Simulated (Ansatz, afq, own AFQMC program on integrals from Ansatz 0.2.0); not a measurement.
**Where AFQMC and coupled cluster stand for CHSi, doublet**

```xyz
3

Si    0.0000    0.0000    0.2768
C     0.0000    0.0000   -2.0532
H     0.0000    0.0000    1.7764
```

Connectivity, by distances: SiH–C.

Basis 6-31G. Only valence electrons are correlated. AFQMC by an in-house program on the Cholesky factors that Ansatz 0.2.0 writes for its CCSD(T) run. ph-AFQMC/CISD is guided by a CISD state made of CCSD amplitudes; releasing the constraint for a short imaginary time cuts its bias at the price of noise, slowly where states lie close. ± is one standard error of the sampling.

Determinant: ROHF, the one that the program's search chose, which needn't be the lowest solution. The geometry is a point of a scan.

Full CI on the same integrals is exact in this basis and with this determinant's frozen core.

Cautions: a spin-contaminated unrestricted determinant lies lower (UHF 1.89 eV lower, ⟨S²⟩ 1.77); strong correlation (T1 0.140, weight of the determinant 0.58, largest double 0.32); (T) is large, 9 % of the CCSD correlation; the CCSD(T) amplitudes may be one of several solutions (largest double 0.32); the CCSDT(Q) amplitudes may be one of several solutions (largest double 0.37); in a space of 9 electrons in 8 natural orbitals full CI finds another state of this spin 7 meV below the state of CCSDT(Q); the CCSDTQ amplitudes may be one of several solutions (largest double 0.38); in a space of 9 electrons in 8 natural orbitals full CI finds another state of this spin 18 meV below the state of CCSDTQ; the released energies have errors that jump between times, so the bars are unsure, so no released level is given (meV from the phaseless value at times in 1/Eh: -860 ± 827 at 0.24, -57 ± 10 at 0.51, -94 ± 6 at 0.99, -123 ± 8 at 1.62, -151 ± 12 at 2.40).

- T1 diagnostic: 0.1405
- weight of the determinant in the CISD state: 0.580
- size of the correlated space: 9 electrons in 18 orbitals

```tsv
level	correlation energy (eV)
MP2	-3.5523
CCSD	-4.8062
CCSD(T)	-5.2487
```

Q: Estimate where phaseless AFQMC with a CISD trial lies against CCSD(T) on the same integrals.

A: 14.0 ± 0.9 kJ/mol above CCSD(T).

Reference: full CI, correlation energy -5.325 eV. The cautions show a poor starting determinant, so the rows tell how each method copes with it here, and full CI is the sure value.

```json
{"level": "CCSD(T)", "E − E(reference) (kJ/mol)": "7.4", "share of correlation (%)": "98.56"}
{"level": "CCSDT", "E − E(reference) (kJ/mol)": "11.1", "share of correlation (%)": "97.84"}
{"level": "CCSDT(Q)", "E − E(reference) (kJ/mol)": "2.4", "share of correlation (%)": "99.54"}
{"level": "CCSDTQ", "E − E(reference) (kJ/mol)": "2.3", "share of correlation (%)": "99.56"}
{"level": "ph-AFQMC/HF", "E − E(reference) (kJ/mol)": "62.3 ± 4.6", "share of correlation (%)": "87.87"}
{"level": "ph-AFQMC/CISD", "E − E(reference) (kJ/mol)": "21.4 ± 0.9", "share of correlation (%)": "95.84"}
```

CCSDT and higher add their correlation energy to the determinant of the CCSD(T) run, since their own runs factorise the integrals more tightly (a shift of under 2 meV). A walk keeps the symmetry of its determinant, which the program's search chose and which needn't be the lowest solution, so a lower state of the same spin and another symmetry isn't excluded.
